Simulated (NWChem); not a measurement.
System: oxygen (O2, triplet); SMILES O=O

The following NWChem deck was run.

```
start job
memory heap 200 mb stack 900 mb global 1100 mb
geometry units angstroms noautoz
  O      0.000000     0.000000     0.594102
  O      0.000000     0.000000    -0.594102
end
basis spherical
  O library def2-svp
end
dft
  odft
  mult 3
  xc xpbe96 cpbe96
  iterations 150
  mulliken
end
task dft gradient
```

NWChem printed, in part:

```
             Northwest Computational Chemistry Package (NWChem) 7.3.0
             --------------------------------------------------------

 ORDER OF PRIMARY AXIS IS BEING SET TO 4
 D4H symmetry detected

                             Geometry "geometry" -> ""
                             -------------------------

 Output coordinates in angstroms (scale by  1.889725989 to convert to a.u.)

  No.       Tag          Charge          X              Y              Z
 ---- ---------------- ---------- -------------- -------------- --------------
    1 O                    8.0000     0.00000000     0.00000000     0.59410200
    2 O                    8.0000     0.00000000     0.00000000    -0.59410200

 Effective nuclear repulsion energy (a.u.)      28.5029708164

      Symmetry information
      --------------------

 Group name             D4h
 Group number             28
 Group order              16
 No. of unique centers     1

  pbe96 is a nonlocal functional; adding pw91lda local functional.

                                 NWChem DFT Module
                                 -----------------

 Summary of "ao basis" -> "ao basis" (spherical)
 ------------------------------------------------------------------------------
       Tag                 Description            Shells   Functions and Types
 ---------------- ------------------------------  ------  ---------------------
 O                          def2-svp                 6       14   3s2p1d

      Symmetry analysis of basis
      --------------------------

        a1g         6
        a1u         0
        a2g         0
        a2u         6
        b1g         1
        b1u         1
        b2g         1
        b2u         1
        eg          6
        eu          6

            General Information
            -------------------
          SCF calculation type: DFT
          Wavefunction type:  spin polarized.
          No. of atoms     :     2
          No. of electrons :    16
           Alpha electrons :     9
            Beta electrons :     7
          Charge           :     0
          Spin multiplicity:     3
          Use of symmetry is: on ; symmetry adaption is: on
          Maximum number of iterations: 150
          AO basis - number of functions:    28
                     number of shells:    12
          Convergence on energy requested:  1.00D-06
          Convergence on density requested:  1.00D-05
          Convergence on gradient requested:  5.00D-04

              XC Information
              --------------
          PerdewBurkeErnzerhof Exchange Functional  1.000
            Perdew 1991 LDA Correlation Functional  1.000 local
           PerdewBurkeErnz. Correlation Functional  1.000 non-local

             Grid Information
             ----------------
          Grid used for XC integration:  medium
          Radial quadrature: Mura-Knowles
          Angular quadrature: Lebedev.
          Tag              B.-S. Rad. Rad. Pts. Rad. Cut. Ang. Pts.
          ---              ---------- --------- --------- ---------
          O                   0.60       49           5.0       434
          Grid pruning is: on
          Number of quadrature shells:    49
          Spatial weights used:  Erf1

      Superposition of Atomic Density Guess
      -------------------------------------

 Sum of atomic energies:        -149.38230774

      Non-variational initial energy
      ------------------------------

 Total energy =    -149.531110
 1-e energy   =    -262.845735
 2-e energy   =      84.811654
 HOMO         =      -0.185809
 LUMO         =      -0.185809

 !!!!!!!!!!!!!!!!!!!!!!!!!!!!!!!!!!!!!!!!!!!!!!!!!!!!!!!!!!!!!!!!!!!!!!
 Warning - the HOMO and LUMO are degenerate and you are using symmetry.
 This can lead to non-variational energies and poor convergence.
 Modify the initial guess, or use an open-shell wavefunction, or turn
 off symmetry.
 !!!!!!!!!!!!!!!!!!!!!!!!!!!!!!!!!!!!!!!!!!!!!!!!!!!!!!!!!!!!!!!!!!!!!!

   Symmetry analysis of molecular orbitals - initial alpha
   -------------------------------------------------------

 !! scf_movecs_sym_adapt:    4 vectors were symmetry contaminated

  Symmetry fudging

 !! scf_movecs_sym_adapt:    2 vectors were symmetry contaminated

  Numbering of irreducible representations:

     1 a1g         2 a1u         3 a2g         4 a2u         5 b1g
     6 b1u         7 b2g         8 b2u         9 eg         10 eu

  Orbital symmetries:

     1 a1g         2 a2u         3 a1g         4 a2u         5 eu
     6 eu          7 a1g         8 eg          9 eg         10 a2u
    11 a1g        12 a2u        13 eu         14 eu         15 a1g
    16 eg         17 eg         18 a2u        19 eu

   Symmetry analysis of molecular orbitals - initial beta
   ------------------------------------------------------

 !! scf_movecs_sym_adapt:    4 vectors were symmetry contaminated

  Symmetry fudging

 !! scf_movecs_sym_adapt:    2 vectors were symmetry contaminated

  Numbering of irreducible representations:

     1 a1g         2 a1u         3 a2g         4 a2u         5 b1g
     6 b1u         7 b2g         8 b2u         9 eg         10 eu

  Orbital symmetries:

     1 a1g         2 a2u         3 a1g         4 a2u         5 eu
     6 eu          7 a1g         8 eg          9 eg         10 a2u
    11 a1g        12 a2u        13 eu         14 eu         15 a1g
    16 eg         17 eg         18 a2u        19 eu

     ---------------------------------------------
      Total Density - Mulliken Population Analysis
     ---------------------------------------------

    Atom       Charge   Shell Charges
 -----------   ------   -------------------------------------------------------
    1 O    8     8.00   1.99  1.13  0.74  2.57  1.55  0.02
    2 O    8     8.00   1.99  1.13  0.74  2.57  1.55  0.02

     --------------------------------------------
      Spin Density - Mulliken Population Analysis
     --------------------------------------------

    Atom       Charge   Shell Charges
 -----------   ------   -------------------------------------------------------
    1 O    8     1.00   0.00  0.00  0.00  0.63  0.36  0.00
    2 O    8     1.00   0.00  0.00  0.00  0.63  0.36  0.00

   convergence    iter        energy       DeltaE   RMS-Dens  Diis-err
 ---------------- ----- ----------------- --------- --------- ---------
 d= 0,ls=0.0,diis     1   -150.0211761103 -1.79D+02  1.44D-02  1.59D-01
                                                     7.52D-03  8.43D-02
 d= 0,ls=0.0,diis     2   -150.0379032251 -1.67D-02  6.24D-03  7.69D-02
                                                     4.90D-03  6.16D-02
 d= 0,ls=0.0,diis     3   -150.0645573778 -2.67D-02  8.78D-04  9.02D-04
                                                     3.91D-04  3.30D-04
 d= 0,ls=0.0,diis     4   -150.0648032158 -2.46D-04  1.17D-04  2.49D-05
                                                     1.52D-04  3.03D-05
 d= 0,ls=0.0,diis     5   -150.0648134130 -1.02D-05  2.13D-05  3.01D-07
                                                     1.15D-05  1.06D-07
 d= 0,ls=0.0,diis     6   -150.0648135350 -1.22D-07  2.84D-07  8.67D-11
                                                     5.79D-07  2.45D-10

         Total DFT energy =     -150.064813534983
      One electron energy =     -262.562831250562
           Coulomb energy =      100.903702368633
    Exchange-Corr. energy =      -16.908655469496
 Nuclear repulsion energy =       28.502970816443

 Numeric. integr. density =       15.999999976217

                  Occupations of the irreducible representations
                  ----------------------------------------------

                     irrep           alpha         beta
                     --------     --------     --------
                     a1g               3.0          3.0
                     a1u               0.0          0.0
                     a2g               0.0          0.0
                     a2u               2.0          2.0
                     b1g               0.0          0.0
                     b1u               0.0          0.0
                     b2g               0.0          0.0
                     b2u               0.0          0.0
                     eg                2.0          0.0
                     eu                2.0          2.0

                    DFT Final Alpha Molecular Orbital Analysis
                    ------------------------------------------

 Vector    7  Occ=1.000000D+00  E=-4.851621D-01  Symmetry=a1g
              MO Center= -1.7D-14, -1.2D-13,  2.9D-16, r^2= 1.1D+00
   Bfn.  Coefficient  Atom+Function         Bfn.  Coefficient  Atom+Function
  ----- ------------  ---------------      ----- ------------  ---------------
     6      0.466505  1 O  pz                20     -0.466505  2 O  pz
     3      0.255062  1 O  s                 17      0.255062  2 O  s
     9      0.216657  1 O  pz                23     -0.216657  2 O  pz
     2      0.144527  1 O  s                 16      0.144527  2 O  s
     1      0.080409  1 O  s                 15      0.080409  2 O  s

 Vector    8  Occ=1.000000D+00  E=-2.314715D-01  Symmetry=eg
              MO Center= -4.8D-16,  6.0D-16,  1.0D-15, r^2= 9.2D-01
   Bfn.  Coefficient  Atom+Function         Bfn.  Coefficient  Atom+Function
  ----- ------------  ---------------      ----- ------------  ---------------
     4      0.453641  1 O  px                18     -0.453641  2 O  px
     7      0.332496  1 O  px                21     -0.332496  2 O  px
     5     -0.289299  1 O  py                19      0.289299  2 O  py
     8     -0.212041  1 O  py                22      0.212041  2 O  py

[...]

                         DFT ENERGY GRADIENTS

    atom               coordinates                        gradient
                 x          y          z           x          y          z
   1 O       0.000000   0.000000   1.122690    0.000000   0.000000  -0.041540
   2 O       0.000000   0.000000  -1.122690    0.000000   0.000000   0.041540
```

Level: PBE/def2-SVP, spin-unrestricted. All runs use the structure optimised with PBE0/def2-SVP, spin-unrestricted. No stability test was run on the SCF state.
